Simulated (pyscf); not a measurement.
Thermochemistry of product channels of F–CH•–F + H₂ on the doublet surface, in eV, from ωB97M-D3(BJ)/def2-TZVP energies (ideal gas, 1 atm, RRHO with modes under 100 cm⁻¹ raised to 100, one conformer, R ln 2 for rigid chiral ones). PySCF, gas phase, ωB97X-D3(BJ)/def2-SVP geometries.

| products | ΔE | ΔH(298 K) | ΔG(600 K) | ΔG(900 K) |
|---|---|---|---|---|
| HF + :HC–F [singlet] + H• | +3.68 | +3.54 | +2.75 | +2.34 |
| HF + •H₂C–F | -0.63 | -0.50 | -0.63 | -0.69 |

These are energies of the channels, which say nothing of barriers. A restricted singlet here is unstable towards spin polarisation, as is usual where a triplet lies low; its energy is less safe.
